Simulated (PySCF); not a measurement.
Compound: C6H6.
SMILES with atom numbers: `[cH:1]1[cH:2][cH:3][cH:4][cH:5][cH:6]1`

Probes without a nucleus sit at each ring's centroid and 1 Å off its mean plane on both sides; NICS is minus the shielding there, NICSzz its component along the normal. Level: GIAO PBE0/pcSseg-1 (PySCF, non-relativistic, gas phase) on the PBE0-D3(BJ)/def2-SVP geometry, one conformer.

Ring bond lengths (Å), with Mayer bond orders in brackets: C1–C2 1.395 (1.43), C2–C3 1.395 (1.43), C3–C4 1.395 (1.43), C4–C5 1.395 (1.43), C5–C6 1.395 (1.43), C6–C1 1.395 (1.43).

Give the NICS values of each ring in ppm.

```
             ring                                              type  NICS(0)  NICS(1), two faces  NICS(1)zz, two faces  rms pucker (Å)  centre to ring atoms, mean (Å)
C1–C2–C3–C4–C5–C6  6-membered carbocycle; formal bonds all aromatic     -8.7       -11.5 / -11.5         -29.6 / -29.6            0.00                            1.39
```

What do they say, and how far can they be read as aromaticity?

- C1–C2–C3–C4–C5–C6: mean NICS(1)zz -29.6 ppm, shielded. The ring is flat and has no four-coordinate atom; by the NICS criterion it is aromatic.

And the bond-length index? HOMA = 1 − mean of α(R − Ropt)² over the ring bonds, with Krygowski's 1993 parameters (CC: Ropt 1.388 Å, α 257.7 Å⁻²).

- C1–C2–C3–C4–C5–C6: HOMA 0.99 = 1 − EN − GEO, with mean bond length 1.395 Å, EN = α(Ropt − mean)² = 0.012 and GEO = α × variance = 0.000. The geometric and the magnetic index point the same way.

How shielded are the nuclei of the rings and their hydrogens (means over atoms taken as equivalent)?

```tsv
atoms	environment	σ isotropic (ppm)
C1 (×6)	aromatic CH carbon	50.4
H on C1 (×6)	aromatic hydrogen	23.80
```

The run took about 10 s of CPU time (with the writing of density and orbital grids) (one thread, shared machine). This is the whole shielding run at PBE0/pcSseg-1, SCF included.
